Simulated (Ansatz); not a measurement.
The cluster LiSi2 (the lowest doublet isomer of a short search), 3 atoms. Hardware: 4 threads of Arm Neoverse V2 on a shared host.

Correlated methods freeze 10 core orbitals; core or outer-core shells of Li are correlated, in sets that lack core-valence functions. In CCSD on the charge 0 doublet the largest single amplitude is 0.20, so its Hartree–Fock determinant may place the open shell otherwise than the density functionals do.

How many basis functions does each of these Ansatz runs have, and roughly what does it cost? PBE0-D4/def2-TZVP, charge 1 singlet at the geometry of the charge 0 doublet, energy; ωB97M-V/def2-TZVP, charge 0 quartet, energy, from earlier orbitals; PBE-D4/def2-TZVP, charge 0 doublet, relaxation, 4 steps; PBE0-D4/def2-TZVPD, charge 0 doublet, energy, from earlier orbitals; CCSD(T)/def2-TZVPP, charge 1 singlet at the geometry of the charge 0 doublet, energy, from earlier orbitals; PBE-D4/def2-TZVPD, charge -1 singlet at the geometry of the charge 0 doublet, energy, from earlier orbitals; r2SCAN-D4/def2-TZVP, charge 0 quartet, energy, from earlier orbitals; CCSD(T)/def2-TZVPD, charge 0 doublet, energy, from earlier orbitals; CCSD(T)/def2-TZVPP, charge 0 quartet, energy, from earlier orbitals; PBE-D4/def2-TZVPD, charge 0 doublet, energy, from earlier orbitals; PBE-D4/def2-TZVPD, charge -1 triplet at the geometry of the charge 0 doublet, energy, from earlier orbitals; r2SCAN-D4/def2-TZVP, charge 1 singlet at the geometry of the charge 0 doublet, energy, from earlier orbitals.

Other jobs shared the machine, so times can vary by a factor of up to 3. A dash marks memory too small to be measured apart from the calling script's.

```tsv
run	functions	fitting or Cholesky vectors	wall time	peak host memory (GiB)
PBE-D4/def2-TZVPD, charge -1 singlet at the geometry of the charge 0 doublet, energy, from earlier orbitals	103	715	0.5 s	–
PBE-D4/def2-TZVPD, charge 0 doublet, energy, from earlier orbitals	103	715	0.95 s	–
PBE-D4/def2-TZVPD, charge -1 triplet at the geometry of the charge 0 doublet, energy, from earlier orbitals	103	715	1.1 s	–
r2SCAN-D4/def2-TZVP, charge 1 singlet at the geometry of the charge 0 doublet, energy, from earlier orbitals	88	633	1.4 s	–
r2SCAN-D4/def2-TZVP, charge 0 quartet, energy, from earlier orbitals	88	633	1.8 s	–
CCSD(T)/def2-TZVPP, charge 0 quartet, energy, from earlier orbitals	103	649	1.9 s	–
PBE0-D4/def2-TZVPD, charge 0 doublet, energy, from earlier orbitals	103	757	2 s	–
CCSD(T)/def2-TZVPD, charge 0 doublet, energy, from earlier orbitals	103	709	2 s	–
PBE0-D4/def2-TZVP, charge 1 singlet at the geometry of the charge 0 doublet, energy	88	665	2.5 s	–
PBE-D4/def2-TZVP, charge 0 doublet, relaxation, 4 steps	88	633	3.4 s	–
CCSD(T)/def2-TZVPP, charge 1 singlet at the geometry of the charge 0 doublet, energy, from earlier orbitals	103	646	3.7 s	–
ωB97M-V/def2-TZVP, charge 0 quartet, energy, from earlier orbitals	88	633	8 s	–
```
